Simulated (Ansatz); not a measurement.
**C3H3F3: small, medium and large basis sets**

An exercise on one series of results from a longer session: the logs are not shown, and one member is left open.

Method: one geometry, several basis sets; program: Ansatz 0.2.0, Gaussian basis.

The runs, in order: PBE0-D4/def2-SVP; ωB97M-V/def2-SVP; PBE0-D4/def2-QZVPP; ωB97M-V/def2-QZVPP; the functionals' def2-TZVPP values are taken from earlier runs.

### Structure used throughout

The geometry comes from an earlier relaxation with PBE0-D4 in a triple-zeta def2 set; it is a stationary point, not always the lowest conformer.

SMILES `CC(F)=C(F)F`, 9 atoms, charge 0, spin multiplicity 1.

Atoms are counted from 1 here; the program's logs count them from 0.

Bond lengths: C1–C2 1.476 Å, C1–H7 1.093 Å, C1–H8 1.093 Å, C1–H9 1.089 Å, C2–F3 1.343 Å, C2–C4 1.323 Å, C4–F5 1.311 Å, C4–F6 1.317 Å. Angles: C2–C1–H7 110.4°, C2–C1–H8 110.4°, C2–C1–H9 110.6°, H7–C1–H8 107.9°, H7–C1–H9 108.7°, H8–C1–H9 108.7°, C1–C2–F3 115.6°, C1–C2–C4 126.9°, F3–C2–C4 117.6°, C2–C4–F5 124.8°, C2–C4–F6 123.6°, F5–C4–F6 111.5°.

The first run:

in.yaml reads:

```yaml
crystal:
  periodic: [false, false, false]
  atoms:
    - {symbol: C, position_ang: [-0.168240, -0.928920, 0.696475]}
    - {symbol: C, position_ang: [0.337484, -0.050488, -0.376227]}
    - {symbol: F, position_ang: [1.248177, -0.601405, -1.194849]}
    - {symbol: C, position_ang: [-0.012628, 1.204488, -0.605924]}
    - {symbol: F, position_ang: [0.463754, 1.949977, -1.573734]}
    - {symbol: F, position_ang: [-0.893032, 1.860647, 0.121300]}
    - {symbol: H, position_ang: [0.653693, -1.259902, 1.337170]}
    - {symbol: H, position_ang: [-0.641345, -1.817590, 0.269813]}
    - {symbol: H, position_ang: [-0.899362, -0.403208, 1.308877]}
basis:
  gaussian: {orbitals: def2-SVP}
hamiltonian: {xc: pbe0, dispersion: d4}
output: {orbitals: {seedname: orbitals}}
```

Command:

```sh
> ansatz run in.yaml --threads 4 --pin off --events-out ev --progress --plain --max-ram 10444MiB
```

Among the steps run: PBE0-D4 in def2-SVP; ωB97M-V in def2-SVP; PBE0-D4 in def2-QZVPP; ωB97M-V in def2-QZVPP.

One table of the session follows, with a row left open; its other results are not shown here.

It belongs to the step «Density functionals: the series». 

| functional | basis | HOMO (eV) | LUMO (eV) |
| --- | --- | --- | --- |
| PBE0-D4 | def2-SVP | -7.01 | 0.98 |
| PBE0-D4 | def2-TZVPP | -7.12 | 0.89 |
| PBE0-D4 | def2-QZVPP | -7.16 | 0.72 |
| ωB97M-V | def2-SVP | ? | ? |
| ωB97M-V | def2-TZVPP | -9.38 | 2.76 |
| ωB97M-V | def2-QZVPP | -9.43 | 1.84 |

Q: Estimate the row for ωB97M-V, def2-SVP from the others.

As computed: HOMO (eV): -9.24; LUMO (eV): 3.24. In the column «HOMO (eV)» it lies between ωB97M-V, def2-TZVPP (-9.38) and PBE0-D4, def2-QZVPP (-7.16).
